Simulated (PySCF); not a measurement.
**BH₃Cl−, an adduct: interaction energy**

An exercise on one series of results from a longer session: the logs are not shown, and one member is left open.

Computed with PySCF 2.14.0; each step states its level. No surroundings beyond the atoms listed, unless a continuum is named. Atoms count from 0, parts from 1.

### The system as given

5 atoms, charge -1, multiplicity 1; geometry: GFN2-xTB. Parts: 1 = atoms 0–3, `B`, charge 0; 2 = atom 4, `[Cl-]`, charge -1. In the given geometry B0 and Cl4 of different parts are bonded (1.86 Å), so values for the parts refer to these atom groups.

The first run:

Job settings and geometry (Å):

```
{"job": {"xc": "PBE0", "basis": "def2-TZVPD", "d3": "d3bj", "grid": 3, "kind": "geom", "shake": 0.01}, "charge": -1, "multiplicity": 1, "parts": [{"atoms": "0-3", "charge": 0, "multiplicity": 1}, {"atoms": "4-4", "charge": -1, "multiplicity": 1}]}
B      0.137317     0.010518     0.381543
H     -0.731094    -0.832913     0.329150
H     -0.323891     1.098490    -0.016464
H      1.163037    -0.283778    -0.199428
Cl     0.562815     0.248772     2.172513
```

Started as:

```bash
> OMP_NUM_THREADS=1 python cluster_run.py task.json out
```

The driver reads the jobs from task.json and runs them one after another.

Among the steps run: Geometry optimisation at PBE0-D3(BJ)/def2-TZVPD; Coupled-cluster interaction energy: CCSD(T) and MP2, 1.96 Å; Coupled-cluster interaction energy: CCSD(T) and MP2, 2.06 Å; Coupled-cluster interaction energy: CCSD(T) and MP2, 2.15 Å; Coupled-cluster interaction energy: CCSD(T) and MP2, 1.86 Å; Coupled-cluster interaction energy: CCSD(T) and MP2, 2.45 Å; Coupled-cluster interaction energy: CCSD(T) and MP2, 1.76 Å; Coupled-cluster interaction energy: CCSD(T) and MP2, 2.94 Å; Coupled-cluster interaction energy: CCSD(T) and MP2, 3.91 Å.

One of the session's tables, all rows but one given; the rest of the session is left out.

It belongs to the step «Coupled-cluster interaction energy: CCSD(T) and MP2, 3.91 Å». 

```
                 method  interaction energy (kcal/mol)
         HF/aug-cc-pVDZ                          -8.59
        MP2/aug-cc-pVDZ                          -9.24
       CCSD/aug-cc-pVDZ                          -9.08
    CCSD(T)/aug-cc-pVDZ                          -9.29
         HF/aug-cc-pVQZ                              ?
        MP2/aug-cc-pVQZ                          -9.23
    SCS-MP2/aug-cc-pVQZ                          -9.02
      MP2, extrapolated                          -9.21
CCSD(T), limit estimate                          -9.26
```

Q: Estimate the row for HF/aug-cc-pVQZ from the others.

**Answer.** interaction energy (kcal/mol): -8.60. In the column «interaction energy (kcal/mol)» it lies between SCS-MP2/aug-cc-pVQZ (-9.02) and HF/aug-cc-pVDZ (-8.59).
